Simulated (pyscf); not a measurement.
PySCF, gas phase, ωB97X-D3(BJ)/def2-SVP geometries.

SMILES: [O]=[Ta]([OH])([OH])[OH]
```xyz
8

O     -1.6341    -0.7033    -1.4238
Ta    -0.8198     0.7934    -1.1803
O      0.1133     0.7100     0.4851
O      0.4052     1.0525    -2.6238
O     -2.1217     2.1911    -1.1462
H      0.2148     0.0449     1.1712
H      0.6435     0.5467    -3.4052
H     -3.0782     2.2299    -1.2284
```
Charge 0, spin multiplicity 1.

Task: How much does it cost (ΔH, 298 K, ωB97M-D3(BJ)/def2-TZVP) to split O=Ta(OH)(OH)–OH at its O–Ta bond into [O=Ta(OH)–OH]• + OH•?

Result: O–Ta to [O=Ta(OH)–OH]• + OH•: 123.9 kcal/mol. The 7 functionals that were run give +121.5 (M06-2X) to +127.7 kcal/mol (ωB97X-D3(BJ)). The radicals are drawn with the spin at the cut bond; how far it spreads was not checked. Other isomers of [O=Ta(OH)–OH]• were not searched in full and may lie lower. Left out: the spin-orbit lowering of OH. Open-shell species with a d-block atom are single-reference here; other states, and whether the spin sits on metal or ligand, were not checked. Elements past Kr carry the def2 core potentials, without spin-orbit coupling.
